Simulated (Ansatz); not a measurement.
**BNH4 (singlet): geometry optimisation**

Aim: relax a generated start of BNH4 (singlet) and see which bonds hold.

Computed with Ansatz 0.2.0, Gaussian basis. Level: RKS PBE0/def2-TZVP.

## 1. Where the work starts

6 atoms, charge 0, spin multiplicity 1.

Atoms are counted from 1 here; the program's logs count them from 0.

Bond lengths: B1–N2 1.378 Å, B1–H3 1.171 Å, B1–H4 1.171 Å, N2–H5 1.007 Å, N2–H6 1.007 Å. Angles: N2–B1–H3 118.9°, N2–B1–H4 118.9°, H3–B1–H4 122.1°, B1–N2–H5 123.8°, B1–N2–H6 123.8°, H5–N2–H6 112.4°.

Geometry (Å):

```xyz
6

B    -0.7646   -0.0023    0.0061
N     0.6129    0.0019   -0.0049
H    -1.3345    1.0212    0.0071
H    -1.3282   -1.0292    0.0143
H     1.1704    0.8400   -0.0124
H     1.1755   -0.8328   -0.0065
```

The start was built by rule and, where that kept it together, relaxed with GFN2-xTB. Sticks and bond lists go by distance. 

## 2. The run

in.yaml reads:

```yaml
crystal:
  periodic: [false, false, false]
  atoms:
    - {symbol: B, position_ang: [-0.764579, -0.002321, 0.006148]}
    - {symbol: N, position_ang: [0.612931, 0.001860, -0.004928]}
    - {symbol: H, position_ang: [-1.334474, 1.021154, 0.007124]}
    - {symbol: H, position_ang: [-1.328193, -1.029235, 0.014286]}
    - {symbol: H, position_ang: [1.170386, 0.839965, -0.012353]}
    - {symbol: H, position_ang: [1.175511, -0.832845, -0.006510]}
basis:
  gaussian: {orbitals: def2-TZVP}
hamiltonian: {xc: pbe0}
relax: {f_tol: 0.004, max_steps: 80}
```

The run is started by

```console
ansatz run in.yaml --threads 1 --pin off --events-out ev --progress --plain --max-ram 1740MiB
```

What does the calculation give? Wanted: energy gained; shift from the start; total energy; dipole moment.

**Answer**, as computed:

```
                  quantity          value
                     steps              6
             energy gained       0.018 eV
shift from the start (rms)        0.015 Å
              total energy  -2230.3277 eV
             dipole moment         1.98 D
```

In words: The bonds of the start are those of the end. B1–H3 went from 1.171 to 1.197 Å. No vibrations were run, so this is a stationary point, not a proven minimum, and this spin need not be the ground state's.
